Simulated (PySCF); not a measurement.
**Identify the compound**

Molecular formula: C$_{3}$H$_{3}$N$_{3}$. Simulated spectra:

1H NMR (400 MHz, computed): δ 9.36 (s, 3H).

13C{1H} NMR (computed): δ 175.2.

Calculated, not measured (PySCF): GIAO B97-2/pcSseg-2 shieldings, geometry: PBE0-D3(BJ)/def2-TZVP, J: B3LYP/pcJ-2. Gas phase, single conformer, non-relativistic Hamiltonian, fast rotation and ring inversion assumed for equivalent nuclei.

Scale: 1H (31.64 ppm), 13C (185.38 ppm) vs TMS (reference shieldings calculated alike).

**Question.** What is the structure?

**Answer.** 
1. Rings plus π bonds: 4 (1 ring in the answer).
2. 1 carbon signal for 3 carbons: some carbons are equivalent by symmetry or fast rotation.
3. Carbon types of the structure: 3 × CH, which accounts for all hydrogens.
4. δC 175.2: aromatic CH between two ring heteroatoms.
5. δH 9.36: hydrogen on an aromatic CH between two ring heteroatoms; it sits in the deshielding region of the aromatic ring current.

Structure: `c1ncncn1`.

The data come from this structure; uniqueness wasn't tested.

Shifts are as computed. Against solution values, carbons near 30 ppm lie about +3 ppm off and those near 130 ppm about +7 ppm. Of 1211 compounds with measured shifts, 218 miss one by over three times the rms of a fit or turn the order of signals round; such compounds aren't used in these exercises.
